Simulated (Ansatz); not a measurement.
Geometry optimisation, RKS B3LYP/cc-pVDZ in Ansatz 0.2.0.

The input (input.yaml):

```yaml
crystal:
  periodic: [false, false, false]
  atoms:
    - { symbol: C, position_ang: [0.2963, 1.7581, 0.8783] }
    - { symbol: C, position_ang: [0.3262, 0.9087, -0.1301] }
    - { symbol: C, position_ang: [0.4418, -0.574, 0.0586] }
    - { symbol: C, position_ang: [-0.5263, -1.4049, -0.6259] }
    - { symbol: F, position_ang: [-0.5818, -1.1698, -1.9771] }
    - { symbol: Cl, position_ang: [-2.2299, -1.0875, 0.0131] }
    - { symbol: H, position_ang: [0.3033, 1.5067, 1.9138] }
    - { symbol: H, position_ang: [0.1813, 2.8801, 0.6468] }
    - { symbol: H, position_ang: [0.298, 1.2807, -1.1173] }
    - { symbol: H, position_ang: [0.05305, 0.30161, 0.73299] }
    - { symbol: H, position_ang: [0.4895, -0.8211, 1.1622] }
    - { symbol: H, position_ang: [-0.373, -2.4728, -0.4692] }
basis:
  gaussian: { orbitals: cc-pVDZ }
hamiltonian:
  xc: b3lyp
relax:
  f_tol: 0.02
  max_steps: 50
```

Run as:

```bash
$ ansatz run input.yaml --threads 2 --pin off --max-ram 3072MiB --backend cpu --events-out ev --progress --plain --runs-dir out
```

Problem. Where does it end, and by what steps?

Solution. The run converged. After 16 steps the energy has fallen by 5.383 eV; H11 moved furthest, 1.18 Å. Parted: C2–H10 (1.09 → 2.16 Å).

```
step  energy less start (eV)  largest force component (eV/Å)  accepted
   0                  0.0000                           5.779       yes
   1                 -1.2213                           2.790       yes
   2                 -2.1825                           2.584       yes
   3                 -3.1187                           2.432       yes
   4                 -3.9617                           1.609       yes
   5                 -4.5541                           1.178       yes
   6                 -4.9497                           0.926       yes
   7                 -5.1512                           0.822       yes
   8                 -5.1866                           1.173       yes
   9                 -5.2903                           0.647       yes
  10                 -5.3496                           0.290       yes
  11                 -5.3680                           0.234       yes
  12                 -5.3793                           0.259       yes
  13                 -5.3817                           0.174       yes
  14                 -5.3826                           0.073       yes
  15                 -5.3829                           0.039       yes
  16                 -5.3832                           0.013       yes
```

```xyz
12
Properties=species:S:1:pos:R:3
C 0.185 1.975 0.817
C 0.336 0.954 -0.029
C 0.243 -0.496 0.361
C -0.678 -1.324 -0.523
F -0.279 -1.227 -1.835
Cl -2.407 -0.782 -0.408
H -0.042 1.815 1.876
H 0.286 3.010 0.482
H 0.556 1.147 -1.084
H -0.075 -0.608 1.409
H 1.239 -0.971 0.268
H -0.686 -2.387 -0.247
```

Whether the end is a true minimum wasn't checked by a vibrational analysis.

The run took 77 s on 2 threads of Intel(R) Xeon(R) Platinum 8259CL CPU @ 2.50GHz (Skylake/Cascade Lake), on a shared host, peak memory 0.3 GiB.
